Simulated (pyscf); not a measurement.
PySCF, gas phase, ωB97X-D3(BJ)/def2-SVP geometries.

Q: PBE/def2-TZVP puts the barrier of cyclopropane (SMILES C1CC1) + Cl atom (Cl•) → •H₂C–CH₂–CH₂–Cl (ring opening by addition; doublet surface; C–C broken, C–Cl formed) at -4.7 kcal/mol and the reaction energy at -25.1 kcal/mol, from the separated reactants. What do B3LYP-D3(BJ)/def2-TZVP, PBE0-D3(BJ)/def2-TZVP, ωB97M-D3(BJ)/def2-TZVP give on the same structures?

A: B3LYP-D3(BJ): ΔE‡ = -0.5 kcal/mol, ΔE = -24.8 kcal/mol; PBE0-D3(BJ): ΔE‡ = 0.1 kcal/mol, ΔE = -25.8 kcal/mol; ωB97M-D3(BJ): ΔE‡ = 4.8 kcal/mol, ΔE = -23.3 kcal/mol. PBE's barrier lies under all of them, by 4.2 to 9.5 kcal/mol. Its reaction energy lies among theirs. Low barriers are usual for a GGA, whose delocalisation error favours stretched bonds. On the reactant side the descent ends in what is likely a three-electron adduct, which functionals tend to overbind, 4.1 kcal/mol under the separated species and 9.3 kcal/mol under the saddle at ωB97X-D3(BJ)/def2-TZVP. At PBE, B3LYP-D3(BJ) the saddle lies under the separated reactants, which points to a path from their complex (located at ωB97X-D3(BJ) alone). cyclopropane lies 6.6 kcal/mol over its isomer H₂C=CH–CH₃ (electronic energy, ωB97M-D3(BJ)). •H₂C–CH₂–CH₂–Cl lies 9.2 kcal/mol over its isomer H₃C–C•(CH₃)–Cl (electronic energy, ωB97M-D3(BJ)). This is the saddle that the search found; another between the same sides may lie lower. Left out: the spin-orbit lowering of Cl.
